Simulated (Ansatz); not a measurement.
## [CH3···H···N], quartet along the distance C1-H5

Starting geometry:

```yaml
atoms:
  - { symbol: C, position_ang: [-1.2576, 0.0000, 0.0000] }
  - { symbol: H, position_ang: [-1.6208, 1.0273, 0.0000] }
  - { symbol: H, position_ang: [-1.6208, -0.5137, 0.8897] }
  - { symbol: H, position_ang: [-1.6208, -0.5137, -0.8897] }
  - { symbol: H, position_ang: [-0.1680, 0.0000, 0.0000] }
  - { symbol: N, position_ang: [1.4404, 0.0000, 0.0000] }
```

From there H5 is moved from one fragment to the other while all else, the fragments' distance too, stays fixed; atoms are numbered as listed. Energies are in kJ/mol, counted from the starting geometry at the same level.

Basis cc-pVDZ; Ansatz 0.2.0. Only valence electrons are correlated (noble-gas cores frozen). Prefix R: restricted or restricted open-shell reference; prefix U: unrestricted.

Full CI isn't at hand for all of this; UCCSDT(Q) serves as the reference, and is uncertain by about the last step of the cluster series. The frozen core follows each run's orbitals, which can shift R against U totals by a few meV.

| distance C1-H5 (Å) | UCCSDT(Q) | error RHF | error UHF | error RMP2 | error UMP2 | error UCCSD(T) | error RCCSDT |
| --- | --- | --- | --- | --- | --- | --- | --- |
| 1.013 | 7.4 | -8.3 | -7.2 | -1.5 | -1.3 | -0.1 | 0.0 |
| 1.090 | 0.0 | 0.0 | 0.0 | 0.0 | 0.0 | 0.0 | 0.0 |
| 1.171 | 14.5 | 10.8 | 8.6 | 2.2 | 1.9 | 0.2 | 0.1 |
| 1.252 | 41.1 | 24.8 | 17.9 | 5.1 | 4.7 | 0.5 | 0.1 |
| 1.333 | 70.8 | 43.2 | 26.8 | 8.3 | 8.7 | 0.8 | 0.3 |
| 1.414 | 96.0 | 64.9 | 32.2 | 7.6 | 13.1 | 1.1 | 0.4 |
| 1.496 | 112.2 | 72.1 | 30.2 | 3.7 | 14.6 | 1.2 | 0.4 |
| 1.577 | 120.7 | 52.0 | 21.3 | 9.8 | 12.1 | 1.0 | 0.3 |
| 1.658 | 130.6 | 31.9 | 9.3 | 7.2 | 8.4 | 0.8 | 0.1 |

Errors are those of relative energies. In total energy the starting point itself misses UCCSDT(Q) by: RHF 754.4, UHF 744.1, RMP2 120.4, UMP2 118.6, UCCSD(T) 2.2, RCCSDT 0.7 kJ/mol.

Spread of the error over the points with a reference, to 1.658 Å (largest less smallest): RCCSDT 0.5, UCCSD(T) 1.3, RMP2 11.3, UMP2 15.9, UHF 39.4, RHF 80.3 kJ/mol.
